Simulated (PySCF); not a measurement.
# Two-dimensional NMR puzzle

Compound of formula C$_{5}$H$_{8}$. Correlations simulated from computed shifts and couplings:

HSQC (one-bond C–H):
| δH | δC | $^{1}J$(C,H) (Hz) |
| --- | --- | --- |
| 2.52 | 23.0 | 138 |
| 1.47 | 74.6 | 261 |
| 1.23 | 25.4 | 134 |

COSY cross peaks (|J| ≥ 2 Hz):
| δH | δH | abs. J (Hz) | bonds |
| --- | --- | --- | --- |
| 2.52 | 1.47 | 3.4 | 4 |
| 2.52 | 1.23 | 7.3 | 3 |

HMBC (two and three bonds, |J| ≥ 2.5 Hz):
| δH | δC [abs. J in Hz] |
| --- | --- |
| 2.52 | 94.6 [9.8], 74.6 [3.8], 25.4 [4.2] |
| 1.47 | 94.6 [51.0], 23.0 [3.3] |
| 1.23 | 94.6 [6.1], 25.4 [5.6], 23.0 [3.5] |

Carbons without hydrogens: δ 94.6.

[PySCF: coordinates at the GFN2-xTB level; couplings computed with B3LYP/pcJ-1 (without the spin–dipole term); NMR shieldings at PBE0/pcSseg-1/GIAO; averaged over atoms made equivalent by symmetry, fast rotation or ring inversion; relativity neglected; a single conformation; isolated molecule]

References, each an isolated molecule treated in the same way: $^{1}$H and $^{13}$C against TMS.

Exchangeable hydrogens are left out of these lists, and C,H couplings along chains are those of one rotamer, so weak HMBC peaks may be missing or extra.

Question: Assemble the structure.

Answer: `InChI=1S/C5H8/c1-4-5(2)3/h1,5H,2-3H3`.

Numbering as in the mapped SMILES `[CH:1]#[C:2][CH:3]([CH3:4])[CH3:5]`. Each H is labelled by its parent atom.

- δC 94.6 is C2, an alkyne carbon.
- δC 74.6 is C1, a terminal alkyne carbon (δH 1.47).
- δC 25.4 is C4/C5, a methyl carbon (δH 1.23).
- δC 23.0 is C3, a propargylic sp3 CH (δH 2.52).
- HMBC from δH 2.52 reaches the proton-free carbon C2.
- HMBC from δH 1.47 reaches the proton-free carbon C2.
- HMBC from δH 1.23 reaches the proton-free carbon C2.
- COSY links 2.52–1.47, 2.52–1.23.

Unscaled 3J(H,H) at this level run about 10 % above measured values. Shifts are as computed. Against solution values, carbons near 30 ppm lie about +3 ppm off and those near 130 ppm about +5 ppm. Of 1211 compounds with measured shifts, 218 miss one by over three times the rms of a fit or turn the order of signals round; such compounds aren't used in these exercises.
